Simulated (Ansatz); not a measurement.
Frontier orbitals of C₈H₁₈ (`CCCCCCCC`).

Charge 0, multiplicity 1. Geometry: relaxed with PBE0-D4/def2-TZVP. It is one conformer, not always the lowest. Basis def2-TZVPP, Ansatz.

| functional | HOMO (eV) | LUMO (eV) | gap (eV) |
| --- | --- | --- | --- |
| PBE | -7.16 | 0.31 | 7.47 |
| BLYP | -7.08 | 0.32 | 7.40 |
| PBE0 | -8.50 | 1.10 | 9.60 |
| B3LYP | -8.31 | 0.78 | 9.09 |
| ωB97M-V | -10.78 | 2.51 | 13.29 |
| HF | -11.78 | 3.65 | 15.43 |

(1) What is the vertical ionisation energy at frozen-core CCSD(T)/CBS(def2)? (An estimate is asked.)

Results:

(1) The calculation gave: 10.84 eV (T1 of the cation 0.023).

A quarter of exact exchange (PBE0) shifts PBE's HOMO by −1.34 eV and its LUMO by +0.79 eV; full exchange at long range (ωB97M-V) shifts them by −3.62 and +2.20 eV. The gap opens from 7.47 to 13.29 eV, since occupied levels lose self-interaction and empty ones feel all the electrons. A positive LUMO is unbound and depends on the basis. −ε(HOMO) differs from that ionisation energy by −3.68 eV with PBE and −0.06 eV with ωB97M-V.

B3LYP here is the variant with VWN-RPA as its local correlation; programs differ in this.
